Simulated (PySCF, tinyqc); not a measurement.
G0W0 on RHF in the sto-6g basis, for OH-, spin multiplicity 1, step by step. The basis has no diffuse functions, so it cannot describe the extra electron: this is an exercise in the method, not the real anion. The lowest restricted solution is unstable here: a spin-polarised one lies 0.0001 hartree lower (PySCF). Computed by tinyqc, a small Python program that keeps every step (integrals from PySCF). Settings: charge = -1, multiplicity = 1, basis = sto-6g, method = RHF, energy threshold = 1e-10, iteration cap = 50, orthogonalisation = symmetric, start = Wolfsberg-Helmholz matrix, DIIS depth = 6. Command: `OMP_NUM_THREADS=1 python tinyqc.py 26016 26017 out.jsonl` (the two numbers bound the seeds that draw the settings). One thread of a shared host (Intel(R) Xeon(R) Processor @ 2.60GHz), about 0.08 s of CPU time with the checks. The early iterations of the SCF are left out here.

## One-electron integrals

Geometry (angstrom):
```
atom         x         y         z
O     0.000000  0.000000  0.000000
H     0.000000  0.000000  1.477000
```

Basis sto-6g: exponents (1/bohr^2) and contraction coefficients of normalised primitives:
```
element  l (shell)     exponent  coefficient
O            s (1)  1355.584234     0.009164
O            s (1)   248.544885     0.049361
O            s (1)    69.533902     0.168538
O            s (1)    23.886772     0.370563
O            s (1)     9.275933     0.416492
O            s (1)     3.820341     0.130334
O            s (2)    52.187762    -0.013253
O            s (2)    10.329320    -0.046992
O            s (2)     3.210345    -0.033785
O            s (2)     1.235135     0.250242
O            s (2)     0.536420     0.595117
O            s (2)     0.245881     0.240706
O            p (3)    52.187762     0.003760
O            p (3)    10.329320     0.037679
O            p (3)     3.210345     0.173897
O            p (3)     1.235135     0.418036
O            p (3)     0.536420     0.425860
O            p (3)     0.245881     0.101708
H            s (1)    35.523221     0.009164
H            s (1)     6.513144     0.049361
H            s (1)     1.822143     0.168538
H            s (1)     0.625955     0.370563
H            s (1)     0.243077     0.416492
H            s (1)     0.100112     0.130334
```

Overlap, kinetic and nuclear-attraction integrals over the contracted functions; the nuclear repulsion is the sum of Za Zb / Rab.

nuclear repulsion = 2.86622728 hartree

overlap S, order 1O 1s, 1O 2s, 1O 2px, 1O 2py, 1O 2pz, 2H 1s:
$$\begin{pmatrix}
1.000000 & 0.231145 & 0.000000 & 0.000000 & 0.000000 & 0.016675 \\
0.231145 & 1.000000 & 0.000000 & 0.000000 & 0.000000 & 0.210225 \\
0.000000 & 0.000000 & 1.000000 & 0.000000 & 0.000000 & 0.000000 \\
0.000000 & 0.000000 & 0.000000 & 1.000000 & 0.000000 & 0.000000 \\
0.000000 & 0.000000 & 0.000000 & 0.000000 & 1.000000 & 0.204517 \\
0.016675 & 0.210225 & 0.000000 & 0.000000 & 0.204517 & 1.000000
\end{pmatrix}$$

kinetic energy T (hartree), order 1O 1s, 1O 2s, 1O 2px, 1O 2py, 1O 2pz, 2H 1s:
$$\begin{pmatrix}
29.327197 & -0.896024 & 0.000000 & 0.000000 & 0.000000 & -0.005170 \\
-0.896024 & 0.842618 & 0.000000 & 0.000000 & 0.000000 & -0.004330 \\
0.000000 & 0.000000 & 2.531309 & 0.000000 & 0.000000 & 0.000000 \\
0.000000 & 0.000000 & 0.000000 & 2.531309 & 0.000000 & 0.000000 \\
0.000000 & 0.000000 & 0.000000 & 0.000000 & 2.531309 & 0.041786 \\
-0.005170 & -0.004330 & 0.000000 & 0.000000 & 0.041786 & 0.768522
\end{pmatrix}$$

nuclear attraction V (hartree), order 1O 1s, 1O 2s, 1O 2px, 1O 2py, 1O 2pz, 2H 1s:
$$\begin{pmatrix}
-61.616594 & -6.234096 & 0.000000 & 0.000000 & -0.006898 & -0.512709 \\
-6.234096 & -9.358452 & 0.000000 & 0.000000 & -0.082053 & -1.357945 \\
0.000000 & 0.000000 & -9.344601 & 0.000000 & 0.000000 & 0.000000 \\
0.000000 & 0.000000 & 0.000000 & -9.344601 & 0.000000 & 0.000000 \\
-0.006898 & -0.082053 & 0.000000 & 0.000000 & -9.384961 & -1.155230 \\
-0.512709 & -1.357945 & 0.000000 & 0.000000 & -1.155230 & -4.093179
\end{pmatrix}$$

core Hamiltonian H = T + V (hartree), order 1O 1s, 1O 2s, 1O 2px, 1O 2py, 1O 2pz, 2H 1s:
$$\begin{pmatrix}
-32.289396 & -7.130120 & 0.000000 & 0.000000 & -0.006898 & -0.517879 \\
-7.130120 & -8.515834 & 0.000000 & 0.000000 & -0.082053 & -1.362274 \\
0.000000 & 0.000000 & -6.813293 & 0.000000 & 0.000000 & 0.000000 \\
0.000000 & 0.000000 & 0.000000 & -6.813293 & 0.000000 & 0.000000 \\
-0.006898 & -0.082053 & 0.000000 & 0.000000 & -6.853653 & -1.113444 \\
-0.517879 & -1.362274 & 0.000000 & 0.000000 & -1.113444 & -3.324657
\end{pmatrix}$$

## Two-electron integrals

Functions are numbered as in S; the eight-fold symmetry (ij|kl) = (ji|kl) = (kl|ij) leaves the list below.

Two-electron integrals (ij|kl) in chemists' order, unique and non-zero (hartree):
```
(11|11) 4.787491   (21|11) 0.675884   (21|21) 0.121505   (22|11) 1.117379
(22|21) 0.249212   (22|22) 0.817383   (31|31) 0.025762   (32|31) 0.039145
(32|32) 0.180664   (33|11) 1.117381   (33|21) 0.249212   (33|22) 0.817382
(33|33) 0.880663   (41|41) 0.025762   (42|41) 0.039145   (42|42) 0.180664
(43|43) 0.047461   (44|11) 1.117381   (44|21) 0.249212   (44|22) 0.817382
(44|33) 0.785741   (44|44) 0.880663   (51|51) 0.025762   (52|51) 0.039145
(52|52) 0.180664   (53|53) 0.047461   (54|54) 0.047461   (55|11) 1.117381
(55|21) 0.249212   (55|22) 0.817382   (55|33) 0.785741   (55|44) 0.785741
(55|55) 0.880663   (61|11) 0.051696   (61|21) 0.008923   (61|22) 0.017954
(61|33) 0.017917   (61|44) 0.017917   (61|51) 0.000437   (61|52) 0.000863
(61|55) 0.018026   (61|61) 0.000668   (62|11) 0.153227   (62|21) 0.034789
(62|22) 0.129994   (62|33) 0.127729   (62|44) 0.127729   (62|51) 0.002787
(62|52) 0.022273   (62|55) 0.134524   (62|61) 0.002579   (62|62) 0.028338
(63|31) 0.003477   (63|32) 0.020777   (63|53) 0.004391   (63|63) 0.003560
(64|41) 0.003477   (64|42) 0.020777   (64|54) 0.004391   (64|64) 0.003560
(65|11) 0.124235   (65|21) 0.028554   (65|22) 0.113522   (65|33) 0.108845
(65|44) 0.108845   (65|51) 0.005355   (65|52) 0.038109   (65|55) 0.122876
(65|61) 0.002192   (65|62) 0.030019   (65|65) 0.034862   (66|11) 0.356636
(66|21) 0.082386   (66|22) 0.353322   (66|33) 0.342396   (66|44) 0.342396
(66|51) 0.006648   (66|52) 0.075731   (66|55) 0.375173   (66|61) 0.006122
(66|62) 0.108516   (66|65) 0.130090   (66|66) 0.774999
```

## Orthogonalisation

S = U s U^T; symmetric (Loewdin) form X = U s^(-1/2) U^T, so that X^T S X = 1.

eigenvalues of S: [0.659946, 0.855974, 1.000000, 1.000000, 1.128222, 1.355858]

X, order 1O 1s, 1O 2s, 1O 2px, 1O 2py, 1O 2pz, 2H 1s:
$$\begin{pmatrix}
1.021142 & -0.121782 & 0.000000 & 0.000000 & -0.002061 & 0.011130 \\
-0.121782 & 1.039457 & 0.000000 & 0.000000 & 0.017655 & -0.113564 \\
0.000000 & 0.000000 & 1.000000 & 0.000000 & 0.000000 & 0.000000 \\
0.000000 & 0.000000 & 0.000000 & 1.000000 & 0.000000 & 0.000000 \\
-0.002061 & 0.017655 & 0.000000 & 0.000000 & 1.016755 & -0.108215 \\
0.011130 & -0.113564 & 0.000000 & 0.000000 & -0.108215 & 1.034735
\end{pmatrix}$$

## Iteration 7 (converged): orbitals

converged F (hartree), order 1O 1s, 1O 2s, 1O 2px, 1O 2py, 1O 2pz, 2H 1s:
$$\begin{pmatrix}
-19.844808 & -4.815825 & 0.000000 & 0.000000 & -0.010353 & -0.352008 \\
-4.815825 & -1.749288 & 0.000000 & 0.000000 & 0.033595 & -0.301307 \\
0.000000 & 0.000000 & 0.127565 & 0.000000 & 0.000000 & 0.000000 \\
0.000000 & 0.000000 & 0.000000 & 0.127565 & 0.000000 & 0.000000 \\
-0.010353 & 0.033595 & 0.000000 & 0.000000 & 0.561270 & -0.216769 \\
-0.352008 & -0.301307 & 0.000000 & 0.000000 & -0.216769 & 0.147848
\end{pmatrix}$$

Diagonalise F' = X^T F X, C = X C', fill 5 alpha and 5 beta electrons from the bottom; D = 2 C_occ C_occ^T. Each column has its largest component positive (the first on a tie).

F' = X^T F X (hartree):
$$\begin{pmatrix}
-19.528056 & -2.460816 & 0.000000 & 0.000000 & -0.026400 & -0.014232 \\
-2.460816 & -0.899501 & 0.000000 & 0.000000 & 0.087497 & -0.201138 \\
0.000000 & 0.000000 & 0.127565 & 0.000000 & 0.000000 & 0.000000 \\
0.000000 & 0.000000 & 0.000000 & 0.127565 & 0.000000 & 0.000000 \\
-0.026400 & 0.087497 & 0.000000 & 0.000000 & 0.631633 & -0.319112 \\
-0.014232 & -0.201138 & 0.000000 & 0.000000 & -0.319112 & 0.264126
\end{pmatrix}$$

orbital energies (hartree): MO1 -19.847736, MO2 -0.624198, MO3 0.101607, MO4 0.127565, MO5 0.127565, MO6 0.838530

coefficients C, order 1O 1s, 1O 2s, 1O 2px, 1O 2py, 1O 2pz, 2H 1s:
$$\begin{pmatrix}
0.996967 & -0.244577 & 0.049228 & 0.000000 & 0.000000 & -0.038779 \\
0.012907 & 0.998355 & -0.263944 & 0.000000 & 0.000000 & 0.204852 \\
0.000000 & 0.000000 & 0.000000 & 0.992063 & -0.125744 & 0.000000 \\
0.000000 & 0.000000 & 0.000000 & 0.125744 & 0.992063 & 0.000000 \\
0.000786 & -0.022223 & 0.445248 & 0.000000 & 0.000000 & 0.920368 \\
-0.001601 & 0.109160 & 0.822090 & 0.000000 & 0.000000 & -0.638480
\end{pmatrix}$$

D after iteration 7, order 1O 1s, 1O 2s, 1O 2px, 1O 2py, 1O 2pz, 2H 1s:
$$\begin{pmatrix}
2.112370 & -0.488600 & 0.000000 & 0.000000 & 0.056275 & 0.024352 \\
-0.488600 & 2.133093 & 0.000000 & 0.000000 & -0.279393 & -0.216052 \\
0.000000 & 0.000000 & 2.000000 & 0.000000 & 0.000000 & 0.000000 \\
0.000000 & 0.000000 & 0.000000 & 2.000000 & 0.000000 & 0.000000 \\
0.056275 & -0.279393 & 0.000000 & 0.000000 & 0.397481 & 0.727214 \\
0.024352 & -0.216052 & 0.000000 & 0.000000 & 0.727214 & 1.375502
\end{pmatrix}$$

Within a degenerate level the vectors are fixed only up to a rotation; this is one choice.

## Convergence

Stop when the energy changes by less than 1e-10 hartree and every element of the error matrix X^T (F D S - S D F) X is below 3e-06.

Course of the cycle:
```
iteration   E (hartree)     change  largest element of the error matrix
1          -73.93836963          -                             5.80e-01
2          -74.70597494  -7.68e-01                             1.67e-01
3          -74.73088739  -2.49e-02                             3.65e-02
4          -74.73198949  -1.10e-03                             9.26e-04
5          -74.73199055  -1.06e-06                             8.76e-05
6          -74.73199056  -5.90e-09                             5.56e-06
7          -74.73199056  -2.13e-11                             1.36e-09
```

PySCF RHF in the same basis = -74.73199056 hartree

Converged in 7 iterations.

## Integrals over molecular orbitals

(pq|rs) = sum C_ip C_jq C_kr C_ls (ij|kl), one index at a time.

one-electron integrals over orbitals h = C^T H C (hartree):
$$\begin{pmatrix}
-32.277081 & 0.633637 & -0.124902 & 0.000000 & 0.000000 & 0.101049 \\
0.633637 & -7.240643 & 0.544079 & 0.000000 & 0.000000 & -0.484616 \\
-0.124902 & 0.544079 & -4.338711 & 0.000000 & 0.000000 & -1.626172 \\
0.000000 & 0.000000 & 0.000000 & -6.813293 & 0.000000 & 0.000000 \\
0.000000 & 0.000000 & 0.000000 & 0.000000 & -6.813293 & 0.000000 \\
0.101049 & -0.484616 & -1.626172 & 0.000000 & 0.000000 & -5.844667
\end{pmatrix}$$

Two-electron integrals over orbitals (pq|rs), unique and non-zero (hartree):
```
(11|11) 4.764371    (21|11) -0.474954   (21|21) 0.075961    (22|11) 1.104347
(22|21) -0.021699   (22|22) 0.769979    (31|11) 0.097336    (31|21) -0.015914
(31|22) 0.004089    (31|31) 0.008865    (32|11) -0.139153   (32|21) 0.004298
(32|22) -0.069531   (32|31) 0.007874    (32|32) 0.079833    (33|11) 0.562979
(33|21) -0.003715   (33|22) 0.482354    (33|31) 0.000435    (33|32) 0.038850
(33|33) 0.610004    (41|41) 0.026632    (42|41) 0.035259    (42|42) 0.166883
(43|41) -0.006536   (43|42) -0.027710   (43|43) 0.017925    (44|11) 1.117103
(44|21) -0.012791   (44|22) 0.790655    (44|31) 0.002545    (44|32) -0.076607
(44|33) 0.466049    (44|44) 0.880663    (51|51) 0.026632    (52|51) 0.035259
(52|52) 0.166883    (53|51) -0.006536   (53|52) -0.027710   (53|53) 0.017925
(54|54) 0.047461    (55|11) 1.117103    (55|21) -0.012791   (55|22) 0.790655
(55|31) 0.002545    (55|32) -0.076607   (55|33) 0.466049    (55|44) 0.785741
(55|55) 0.880663    (61|11) -0.077388   (61|21) 0.011959    (61|22) -0.004322
(61|31) 0.008561    (61|32) 0.017838    (61|33) -0.000984   (61|44) -0.002062
(61|55) -0.002062   (61|61) 0.024040    (62|11) 0.094008    (62|21) -0.003804
(62|22) 0.044858    (62|31) 0.014786    (62|32) 0.067232    (62|33) 0.008974
(62|44) 0.052336    (62|55) 0.052336    (62|61) 0.026764    (62|62) 0.121193
(63|11) 0.321806    (63|21) -0.004514   (63|22) 0.190295    (63|31) -0.001585
(63|32) -0.077909   (63|33) -0.064690   (63|44) 0.194320    (63|55) 0.194320
(63|61) -0.006036   (63|62) 0.004048    (63|63) 0.187266    (64|41) 0.005095
(64|42) 0.020750    (64|43) 0.017413    (64|64) 0.038230    (65|51) 0.005095
(65|52) 0.020750    (65|53) 0.017413    (65|65) 0.038230    (66|11) 0.951483
(66|21) -0.011245   (66|22) 0.683993    (66|31) 0.006501    (66|32) -0.012808
(66|33) 0.557128    (66|44) 0.676737    (66|55) 0.676737    (66|61) 0.006532
(66|62) 0.061243    (66|63) 0.108757    (66|66) 0.700974
```

## Screening: direct RPA

With D = e_a - e_i and K = (ia|jb): diagonalise D^(1/2) (D + 4K) D^(1/2) = Z w^2 Z^T; X + Y = D^(1/2) Z w^(-1/2), each column of Z with its largest component positive (the first on a tie); E_c = (sum w - tr (D + 2K)) / 2.

D^(1/2) (D + 4K) D^(1/2) (hartree^2), order 1>6, 2>6, 3>6, 4>6, 5>6:
$$\begin{pmatrix}
429.910820 & 0.588879 & -0.094269 & 0.000000 & 0.000000 \\
0.588879 & 2.848662 & 0.016809 & 0.000000 & 0.000000 \\
-0.094269 & 0.016809 & 1.095059 & 0.000000 & 0.000000 \\
0.000000 & 0.000000 & 0.000000 & 0.614191 & 0.000000 \\
0.000000 & 0.000000 & 0.000000 & 0.000000 & 0.614191
\end{pmatrix}$$

excitation energies w (hartree): [0.783704, 0.783704, 1.046363, 1.687606, 20.734311]

X + Y, order 1>6, 2>6, 3>6, 4>6, 5>6:
$$\begin{pmatrix}
0.000000 & 0.000000 & 0.001036 & -0.004820 & 0.998840 \\
0.000000 & 0.000000 & -0.011424 & 0.930948 & 0.000366 \\
0.000000 & 0.000000 & 0.839170 & 0.006385 & -0.000041 \\
-0.035116 & 0.951816 & 0.000000 & 0.000000 & 0.000000 \\
0.951816 & 0.035116 & 0.000000 & 0.000000 & 0.000000
\end{pmatrix}$$

RPA correlation energy = -0.04503915 hartree

Within a degenerate level the vectors are fixed only up to a rotation; this is one choice.

## G0W0 on Hartree-Fock: HOMO

W(p,q,m) = sqrt2 sum_ia (pq|ia) (X+Y)_ia,m; Sigma_c(x) = sum_(i,m) W^2/(x - e_i + w_m) + sum_(a,m) W^2/(x - e_a - w_m); solve x = e_p + Sigma_c(x) by Newton steps; Z = 1/(1 - dSigma/dx); 1 hartree = 27.211386 eV.

The 12 largest terms at x = e_p (hartree; W for the signs of X + Y given):
```
q  m          W       term
5  3   0.229764   0.050452
5  4   0.070672   0.002960
6  1   0.051460  -0.001772
3  1   0.023439   0.000679
2  1   0.027931   0.000508
6  2   0.001899  -2.41e-06
1  1   0.006858   2.27e-06
3  2   0.000865   9.24e-07
2  2   0.001030   6.92e-07
5  5  -0.002897   4.05e-07
1  2   0.000253   3.08e-09
```

Newton steps (hartree):
```
step         x  Sigma_c(x)         Z
0     0.127565    0.052828  0.950274
1     0.177767    0.050316  0.954305
2     0.177876    0.050311  0.954314
3     0.177876    0.050311  0.954314
```

quasiparticle energy of the HOMO = 4.840250 eV

Hartree-Fock value = 3.471230 eV

## G0W0 on Hartree-Fock: LUMO

As before.

The 12 largest terms at x = e_p (hartree; W for the signs of X + Y given):
```
q  m          W       term
3  3   0.222167   0.027678
6  3   0.128089  -0.015680
2  4   0.159412   0.008066
6  4   0.081568  -0.003942
5  1   0.051460   0.001772
4  2   0.051460   0.001772
2  5   0.037868   0.000065
1  4   0.035017   0.000055
1  5   0.033973   0.000028
3  4   0.007061   0.000021
6  5   0.009253  -4.13e-06
3  5  -0.008535   3.39e-06
```

Newton steps (hartree):
```
step         x  Sigma_c(x)         Z
0     0.838530    0.019844  0.963583
1     0.857651    0.019119  0.963399
2     0.857649    0.019119  0.963399
```

quasiparticle energy of the LUMO = 23.337831 eV

Hartree-Fock value = 22.817570 eV
